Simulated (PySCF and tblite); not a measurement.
Values are calculated unless marked as measured or tabulated.
C5H9Cl, numbered as in [CH3:1][C@H:2]1[CH2:3][CH2:4][C@@H:5]1[Cl:6].

Conformers came from 150 starts (ETKDG and KDG, MMFF94s, GFN2-xTB); geometries are GFN2-xTB. Weights use B3LYP-D3(BJ)/def2-SVP (IEF-PCM, chloroform) energies plus GFN2-xTB zero-point and thermal terms (modes under about 100 cm⁻¹ blended into free rotors). Symmetry numbers and mirror images are counted. Conformers within 2.5 kcal/mol (GFN2-xTB free energy) were kept, 6 at most. GIAO shieldings: B97-2/pcSseg-1 (IEF-PCM, chloroform). Shifts are against TMS (¹H), TMS (¹³C) at the same level; of two unlike H on one atom, a is the less shielded. Codes: tblite and PySCF.

Task: Predict the averaged NMR shifts at 298.15 K.

Result: ¹H: 3.90 (H5, 1H), 2.55 (H4a, 1H), 2.50 (H2, 1H), 2.20 (H3a, 1H), 2.15 (H4b, 1H), 1.35 (H3b, 1H), 1.19 (H1, 3H) ppm. ¹³C: 64.0 (C5), 46.6 (C2), 33.0 (C4), 24.7 (C3), 22.5 (C1) ppm.

Shifts are unscaled: against experiment ¹³C can be off by 15 ppm or more and ¹H by 0.8 ppm.
